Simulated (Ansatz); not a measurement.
# C₃H₅ radical: basis-set convergence

The task here is to estimate one member of a computed series from the others.

The runs use Ansatz 0.2.0, Gaussian basis; one geometry, several basis sets.

Levels to be run: PBE0-D4/def2-SVP; ωB97M-V/def2-SVP; PBE0-D4/def2-QZVPP; ωB97M-V/def2-QZVPP; the functionals' def2-TZVPP values are taken from earlier runs.

### Structure used throughout

The geometry comes from an earlier relaxation with PBE0-D4 in a triple-zeta def2 set; it is a stationary point, not always the lowest conformer.

8 atoms, charge 0, spin multiplicity 2.

Atoms are counted from 1 here; the program's logs count them from 0.

Bond lengths: C1–C2 1.378 Å, C1–H4 1.084 Å, C1–H5 1.082 Å, C2–C3 1.378 Å, C2–H6 1.088 Å, C3–H7 1.084 Å, C3–H8 1.082 Å. Angles: C2–C1–H4 120.9°, C2–C1–H5 121.5°, H4–C1–H5 117.6°, C1–C2–C3 124.8°, C1–C2–H6 117.6°, C3–C2–H6 117.6°, C2–C3–H7 120.9°, C2–C3–H8 121.5°, H7–C3–H8 117.6°.

Set-up of the first run:

The input, in.yaml:

```yaml
crystal:
  periodic: [false, false, false]
  atoms:
    - {symbol: C, position_ang: [-0.457089, 0.959226, -0.623308]}
    - {symbol: C, position_ang: [0.342939, 0.232953, 0.231866]}
    - {symbol: C, position_ang: [0.220571, -1.119929, 0.463329]}
    - {symbol: H, position_ang: [-1.255757, 0.480863, -1.179374]}
    - {symbol: H, position_ang: [-0.314120, 2.022338, -0.765457]}
    - {symbol: H, position_ang: [1.128280, 0.766442, 0.762859]}
    - {symbol: H, position_ang: [-0.543966, -1.703460, -0.037558]}
    - {symbol: H, position_ang: [0.879151, -1.638443, 1.147631]}
basis:
  gaussian: {orbitals: def2-SVP}
magnetization: {spin_polarized: true, initial_magnetization: 1}
hamiltonian: {xc: pbe0, dispersion: d4}
output: {orbitals: {seedname: orbitals}}
```

Among the steps run: PBE0-D4 in def2-SVP; ωB97M-V in def2-SVP; PBE0-D4 in def2-QZVPP; ωB97M-V in def2-QZVPP.

One table of the session follows, with a row left open; its other results are not shown here.

It belongs to the step «Functionals by basis». 

| functional | basis | HOMO (eV) | LUMO (eV) |
| --- | --- | --- | --- |
| PBE0-D4 | def2-SVP | ? | ? |
| PBE0-D4 | def2-TZVPP | -5.89 | -1.99 |
| PBE0-D4 | def2-QZVPP | -5.91 | -2.03 |
| ωB97M-V | def2-SVP | -7.75 | 0.14 |
| ωB97M-V | def2-TZVPP | -7.82 | -0.13 |
| ωB97M-V | def2-QZVPP | -7.83 | -0.20 |

Q: Estimate the row for PBE0-D4, def2-SVP from the others.

**Answer.** HOMO (eV): -5.83; LUMO (eV): -1.81. In the column «HOMO (eV)» it is the highest.
